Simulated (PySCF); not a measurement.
A small calculation by hand: oscillator strength and radiative lifetime

tert-butyl cation (C4H9), SMILES C[C+](C)C, charge +1.

Coordinates come from a PBE-D3(BJ)/def2-SVP optimisation. The geometry has at least one imaginary mode, so it is a saddle point at that level.

TDA-PBE/def2-SVPD in PySCF puts the first singlet state with f over 0.02 at 6.63 eV (vertical), with the transition dipole (1.068, 0.637, 0.459) in atomic units.

Q: Find the oscillator strength, the wavelength and the radiative lifetime that this transition would have in vacuum if emission retraced absorption.

A: 
|μ|² = 1.7571 au, so |μ| = 3.37 D. ΔE = 6.63/27.211 = 0.2436 hartree. f = (2/3) ΔE |μ|² = 0.285 (the program prints 0.285).
λ = 1239.84/6.63 = 187 nm; ν = 53475 cm⁻¹.
Einstein's coefficient A = 0.6670 ν² f s⁻¹ (ν in cm⁻¹) = 5.4e8 s⁻¹, so τ = 1/A = 1.8 ns. This state is S4; the lower singlets have f = 0.000, 0.000, 0.008. The figure is the radiative limit of this one transition; relaxation, internal conversion, crossing to triplets and a medium change what is measured.
